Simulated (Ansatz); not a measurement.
Two structures of SiH₄SO, closed shell, reached by relaxing down either side of one saddle point (PBE0-D4/def2-TZVP). Energies are electronic, without zero-point energy. Computed with Ansatz 0.2.0 (basis: def2-TZVPP and def2-QZVPP); correlated methods freeze the cores. Extrapolation: Hartree–Fock as exp(−7.88 √X), correlation as X^−2.97. First:

Si1  (-0.303, -0.226, 0.385)
S2  (1.680, -0.649, -0.278)
O3  (-0.913, 1.172, -0.223)
H4  (-0.380, 1.963, -0.126)
H5  (-1.257, -1.267, -0.052)
H6  (-0.160, -0.192, 1.861)
H7  (1.332, -0.802, -1.568)
(Å)

Second:

```csv
atom,x (Å),y (Å),z (Å)
Si1,-0.8441,-0.1533,0.5706
S2,1.4136,-0.2307,-0.5317
O3,-1.5056,1.0386,-0.1189
H4,1.5202,1.1004,-0.3664
H5,-1.1424,-1.5759,0.2329
H6,-0.2587,-0.0969,1.9420
H7,0.8170,-0.0823,-1.7284
```

Q: Which bonds change from the first to the second?

A: SiH₄SO ([OH][SiH2][SH]) → SiH₂O ([O][SiH2]) + H₂S (still joined by a long Si–S bond); bonds formed: S2–H4; bonds broken: O3–H4; bonds weakened to dative contacts: Si1–S2.

Q: Give the saddle point's structure and its height above each. (Judge from chemistry; the value comes from the calculation.)

A: By the calculation: 54.34 kcal/mol above the first and 3.90 kcal/mol above the second (CCSD(T) at an estimated basis limit (MP2 extrapolated from triple and quadruple zeta, plus CCSD(T) − MP2 in triple zeta)).
```
7
angstrom
Si -0.6853 -0.1310 0.5749
S 1.5199 0.0173 -0.4279
O -1.0244 1.2668 0.0008
H 0.6202 1.1135 -0.5499
H -1.2075 -1.3970 -0.0096
H -0.3255 -0.3535 2.0009
H 1.1025 -0.5161 -1.5891
```

No T1 diagnostic of these runs exceeds 0.017.

Labels in which every atom is bracketed show which atoms are joined, not bond orders.

For scale, one of the runs: CCSD(T)/def2-TZVPP, 171 basis functions, launched by `ansatz run in.yaml --threads 2 --pin off --events-out ev --progress --plain --max-ram 4352MiB`. The run took 33 s on 2 CPU threads of an Arm Neoverse V1 (shared host), with 1.4 GiB of host memory at its peak.
